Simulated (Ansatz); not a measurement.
**AlBO+ (doublet): the correlation ladder, def2-TZVPP**

An exercise on one series of results from a longer session: the logs are not shown, and one member is left open.

Program: Ansatz 0.2.0, Gaussian basis. Level of theory: def2-TZVPP, core rule «outside noble gas», up to 7 orbitals frozen. These are calculated values, not measurements.

To be run: UHF; ROHF; CCSD(T) on UHF.

2 further runs of the same task are left out: 2 set aside as unsound or not needed.

## What is computed

The geometry is a PBE0/def2-TZVP stationary point (not a proven minimum) of the parent state, kept for this charge and spin.

3 atoms, charge 1, spin multiplicity 2.

Atoms are counted from 1 here; the program's logs count them from 0.

Bond lengths: Al1–B2 2.246 Å, B2–O3 1.207 Å. Angles: Al1–B2–O3 180.0°.

The first run:

in.yaml reads:

```yaml
crystal:
  periodic: [false, false, false]
  atoms:
    - {symbol: Al, position_ang: [0.000000, 0.000000, 1.899900]}
    - {symbol: B, position_ang: [0.000000, 0.000000, -0.346500]}
    - {symbol: O, position_ang: [0.000000, 0.000000, -1.553400]}
basis:
  gaussian: {orbitals: def2-TZVPP}
total_charge: 1
magnetization: {spin_polarized: true, initial_magnetization: 1}
hamiltonian: {xc: hf}
output: {orbitals: {seedname: orbitals}}
```

The run is started by

```
> ansatz run in.yaml --threads 1 --pin off --events-out ev --progress --plain --max-ram 4096MiB --backend cpu
```

Steps of the session up to this table: UHF; ROHF; CCSD(T) on UHF.

One of the session's tables, all rows but one given; the rest of the session is left out.

| method | from UCCSD(T) (kcal/mol) |
| --- | --- |
| ROHF | +233.71 |
| UHF | +230.93 |
| UMP2 | +15.52 |
| UCCSD | ? |
| UCCSD(T) | 0 |

Q: Estimate the row for UCCSD from the others.

The run gave: from UCCSD(T) (kcal/mol): +11.34. In the column «from UCCSD(T) (kcal/mol)» it lies between UCCSD(T) (0) and UMP2 (+15.52).
